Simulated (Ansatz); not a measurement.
# SiB2H4: taking an electron away

How much energy removes an electron from SiB2H4 at fixed geometry? The cation is run at each level and the neutral's energy taken from earlier runs.

Program: Ansatz 0.2.0, Gaussian basis. Level of theory: unrestricted cation, the program's frozen cores in correlated methods. These are calculated values, not measurements.

The runs, in order: UKS PBE-D4/def2-TZVPP; UKS r2SCAN-D4/def2-TZVPP; UKS PBE0-D4/def2-TZVPP; UKS B3LYP-D4/def2-TZVPP; UKS wB97X-V/def2-TZVPP; UKS wB97M-V/def2-TZVPP; UKS B2PLYP/def2-TZVPP; UHF-CCSD(T)/def2-TZVPP; UHF-MP2/def2-QZVPP; extrapolation to the limit; then −ε(HOMO) from the neutral's earlier runs with LDA (SPW92), PBE-D4, revPBE-D4, BLYP-D4, r2SCAN-D4, B97M-V, PBE0-D4, B3LYP-D4, r2SCANh-D4, r2SCAN0-D4, HSE06-D4, BHLYP-D4, CAM-B3LYP-D4, LC-ωPBE, ωB97X-V, ωB97M-V.

1 further run of the same task is left out (it didn't finish).

### Step 1. Structure used throughout

An earlier PBE0-D4 in a triple-zeta def2 set relaxation fixed the geometry.

SMILES `B1B[SiH2]1`, 7 atoms, charge 0, spin multiplicity 1.

Atoms are counted from 1 here; the program's logs count them from 0.

Bond lengths: B1–B2 1.479 Å, B1–Si3 2.024 Å, B1–H4 1.180 Å, B2–Si3 2.028 Å, B2–H5 1.180 Å, Si3–H6 1.483 Å, Si3–H7 1.483 Å. Angles: B2–B1–Si3 68.7°, B2–B1–H4 176.3°, Si3–B1–H4 107.6°, B1–B2–Si3 68.5°, B1–B2–H5 175.8°, Si3–B2–H5 107.4°, B1–Si3–B2 42.8°, B1–Si3–H6 104.3°, B1–Si3–H7 146.8°, B2–Si3–H6 147.1°, B2–Si3–H7 104.0°, H6–Si3–H7 108.9°.

### Step 2. Cation, UKS PBE-D4/def2-TZVPP

in.yaml

```yaml
crystal:
  periodic: [false, false, false]
  atoms:
    - {symbol: B, position_ang: [-1.078570, -0.280600, -0.677249]}
    - {symbol: B, position_ang: [0.251917, -0.852549, -0.976968]}
    - {symbol: Si, position_ang: [0.324069, 0.408449, 0.609212]}
    - {symbol: H, position_ang: [-2.106016, 0.220512, -0.385260]}
    - {symbol: H, position_ang: [1.342437, -1.269940, -1.145769]}
    - {symbol: H, position_ang: [-0.419495, 1.329056, 1.503422]}
    - {symbol: H, position_ang: [1.746859, 0.376972, 1.026913]}
basis:
  gaussian: {orbitals: def2-TZVPP}
total_charge: 1
magnetization: {spin_polarized: true, initial_magnetization: 1}
hamiltonian: {xc: pbe, dispersion: d4}
```

On the command line:

```
$ ansatz run in.yaml --threads 2 --pin off --events-out ev --progress --plain --max-ram 4352MiB
```

The runs that follow: Cation, UKS r2SCAN-D4/def2-TZVPP; Cation, UKS PBE0-D4/def2-TZVPP; Cation, UKS B3LYP-D4/def2-TZVPP; Cation, UKS wB97X-V/def2-TZVPP; Cation, UKS wB97M-V/def2-TZVPP; Cation, UKS B2PLYP (frozen core)/def2-TZVPP; Cation, UHF-CCSD(T)/def2-TZVPP; Cation, UHF-MP2/def2-QZVPP.

**Question.** What will the summary of the whole plan be? Wanted: ionisation energy, CCSD(T)/CBS; nearest functional by difference; nearest −ε(HOMO); −ε(HOMO) of PBE; T1 of the cation.

The runs gave:

```
                        quantity               value
  ionisation energy, CCSD(T)/CBS             9.24 eV
nearest functional by difference   PBE-D4 (-0.06 eV)
                nearest −ε(HOMO)  ωB97X-V (-0.15 eV)
                 −ε(HOMO) of PBE             6.18 eV
                T1 of the cation               0.013
```

What this shows: Energy differences with functionals land within 0.25 eV of the reference. −ε(HOMO) of PBE misses by 3.1 eV, since self-interaction lifts the level. Among orbital estimates ωB97X-V comes nearest. Hartree-Fock falls 1.53 eV short, as the neutral has more correlation energy than the cation. The cation may have settled in a state other than its lowest; no search over hole states beyond the program's own was made.
